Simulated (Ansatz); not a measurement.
# HMg2: the cost of one run

Program: Ansatz 0.2.0, Gaussian basis. Level of theory: def2-QZVPP, all electrons in the functionals. These are calculated values, not measurements.

The runs, in order: PBE, BLYP, r2SCAN, B97M-V, PBE0, B3LYP, at charge 0, quartet; charge 0, doublet; charge 0, sextet; charge 1, triplet; charge 1, quintet.

**1. The system**

The geometry is a PBE0/def2-TZVP stationary point (not a proven minimum).

3 atoms, charge 0, spin multiplicity 4.

Atoms are counted from 1 here; the program's logs count them from 0.

Bond lengths: Mg1–H3 1.846 Å, Mg2–H3 1.846 Å. Angles: Mg1–H3–Mg2 100.7°.

No dispersion term is added; B97M-V holds VV10 nonlocal correlation. B3LYP takes the VWN-RPA correlation.

The geometry shown and the zero of energy belong to the point charge 0, quartet. The yardstick, UCCSD(T), and other wave-function levels (R restricted, U unrestricted, valence and pair active spaces) come from earlier runs.

**2. PBE, charge 0, quartet**

File in.yaml:

```yaml
crystal:
  periodic: [false, false, false]
  atoms:
    - {symbol: Mg, position_ang: [0.000000, -0.023934, 1.420565]}
    - {symbol: Mg, position_ang: [0.000000, -0.023934, -1.420565]}
    - {symbol: H, position_ang: [0.000000, 1.154280, 0.000000]}
basis:
  gaussian: {orbitals: "def2-QZVPP.json"}
magnetization: {spin_polarized: true, initial_magnetization: 3}
hamiltonian: {xc: {name: PBE}}
output: {orbitals: {seedname: orbitals}}
```

Run with:

```bash
> ansatz run in.yaml --threads 1 --pin off --events-out ev --progress --plain --max-ram 2393MiB
```

Q: Estimate wall time and peak memory on 1 thread of Arm Neoverse V2, shared host.

About 11 s, with a peak of 0.32 GiB.
